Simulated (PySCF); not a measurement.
## Fluorine: a sound run and one with changed settings

Sound run: F [He] 2s2 2p5, F⁺ [He] 2s2 2p4. Computed with PySCF 2.14 in def2-TZVP (5s3p2d1f, 31 functions), with the non-relativistic Hamiltonian (point nucleus). In the sound run the correlated levels freeze 1s2. The sound run starts from symmetry-adapted Hartree-Fock orbitals and uses a fine grid where one is needed.

A second run was set up differently.

```tsv
species	method	sound run (hartree)	changed run (hartree)	converged
F	MP2	-99.60959	-99.62814	yes
F	CCSD(T)	-99.62506	-99.64401	yes
F⁺	MP2	-98.97723	-98.99545	yes
F⁺	CCSD(T)	-98.99489	-99.01356	yes
```

Ionisation energy of F:

```json
{"method": "UHF", "sound run (eV)": "15.655", "changed run (eV)": "15.655"}
{"method": "MP2", "sound run (eV)": "17.207", "changed run (eV)": "17.216"}
{"method": "SCS-MP2", "sound run (eV)": "17.192", "changed run (eV)": "17.196"}
{"method": "CCSD", "sound run (eV)": "17.106", "changed run (eV)": "17.114"}
{"method": "CCSD(T)", "sound run (eV)": "17.148", "changed run (eV)": "17.156"}
```

Problem. What was changed?
A. minimal basis
B. all electrons correlated in a valence basis
C. level shift left on
D. too few SCF iterations

Solution. B. A valence basis has no tight correlating functions, so it recovers only part of the core correlation, and not evenly between atom and ion.
